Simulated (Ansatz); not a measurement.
Born–Oppenheimer molecular dynamics of CH5ClSi (8 atoms, charge 0, multiplicity 1). It starts from a relaxed structure.

Computed with RKS PBE/6-31G* (Ansatz).

- ensemble: NVT, Langevin thermostat
- time step: 0.5 fs
- steps asked: 166
- set temperature: 1000 K
- friction: 0.02 /fs
- seed: 9235

First frame:

```xyz
8
Properties=species:S:1:pos:R:3
Si -0.870 0.315 -0.170
C 0.947 -0.227 0.040
Cl 1.088 -1.500 1.326
H -1.706 -0.860 -0.572
H -0.933 1.364 -1.245
H -1.380 0.889 1.115
H 1.591 0.615 0.340
H 1.355 -0.653 -0.890
```

Task: How far do the bonds stretch over the last three quarters of this one trajectory? (Pairs bonded in most of those frames.)

Result: 
```
  bond  mean (Å)  spread (Å)  shortest  longest
Si1–C2     1.884       0.048      1.82     1.98
Si1–H4     1.512       0.073      1.37     1.66
Si1–H5     1.522       0.077      1.37     1.64
Si1–H6     1.517       0.082      1.36     1.66
C2–Cl3     1.884       0.110      1.68     2.02
 C2–H7     1.124       0.086      0.98     1.25
 C2–H8     1.117       0.064      1.00     1.25
```

Mean temperature of the second half: 978 K. A run of 0.083 ps of so small a system gives no equilibrium averages.

Run time: 9.4 min on 1 CPU thread of a shared host.
